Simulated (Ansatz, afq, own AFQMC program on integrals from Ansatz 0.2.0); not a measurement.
BH⁻, doublet in aug-cc-pVDZ along one coordinate

```yaml
atoms:
  - { symbol: B, position_ang: [0.0000, 0.0000, 0.0000] }
  - { symbol: H, position_ang: [0.0000, 0.0000, 1.2628] }
```

The B1–H2 distance is changed with both sides rigid. Energies in kJ/mol count from this geometry (1.263 Å) at the same level; the start stands on ROHF, each point on the determinant named.

Basis aug-cc-pVDZ. Noble-gas cores (and the filled d shells of Ga–Kr and In–Xe) are frozen. Integrals, coupled cluster, full CI and functionals: Ansatz 0.2.0; the random walks run on the same integrals in our own AFQMC program. The CISD trial takes its coefficients from CCSD amplitudes. Released means that phaseless walkers are propagated on without the constraint, phases kept. Uncertainties: one standard error, sampling alone.

Cautions, each for one point or more: a spin-contaminated unrestricted determinant lies lower; an unrestricted solution with more broken spin lies lower; strong correlation; unrestricted determinant spin contaminated.

```csv
r(B1–H2) / Å,det.,T1,weight,⟨S²⟩,CCSD(T),ph-AFQMC/CISD,FCI,CCSDT(Q),B3LYP,PBE0
1.128,ROHF,0.025,0.91,pure,21.0,20.8 ± 0.2,21.0,21.0,18.4,19.9§
1.359,ROHF,0.021,0.90,pure,4.2,4.2 ± 0.4,4.2,4.2,5.4,4.6
1.732,UHF,0.031,0.89,0.76,68.5,67.9 ± 0.3,67.7,67.7,72.1,71.5
2.366,UHF,0.052,0.86,0.86,163.4,162.2 ± 0.4,160.8,160.8,170.4,176.0
3.426,ROHF,0.051,0.86,pure,230.6,229.3 ± 0.3,228.5,228.5,236.0§,247.5§
```

Weight is that of the determinant in the CISD state; at the start T1 is 0.023 and the weight 0.90. § marks a functional whose ⟨S²⟩ is too high by over 0.1. Largest departures from full CI: CCSD(T) 2.6 kJ/mol at 2.366 (on UHF), ph-AFQMC/CISD 1.4 kJ/mol at 2.366 (on UHF), CCSDT(Q) 0.0 kJ/mol at 3.426 (on ROHF), B3LYP 9.6 kJ/mol at 2.366, PBE0 15.2 kJ/mol at 2.366. Functionals count only at points shown to share the start's state and spin. In this small basis the wave-function levels are far from their limit, so their gap to the functionals isn't the functionals' error. In total energy ph-AFQMC/CISD lies 19.9 ± 1.8 meV above full CI at the start, so its agreement along the curve rests in part on cancellation.

Some points may be missing: those where a free walk finds a much lower state, and past Zn most of those on another determinant than at the start.

CCSDT and higher add their correlation energy to the determinant of the CCSD(T) run, since their own runs factorise the integrals more tightly (a shift of under 2 meV). A walk keeps the symmetry of its determinant, which the program's search chose and which needn't be the lowest solution, so a lower state of the same spin and another symmetry isn't excluded.
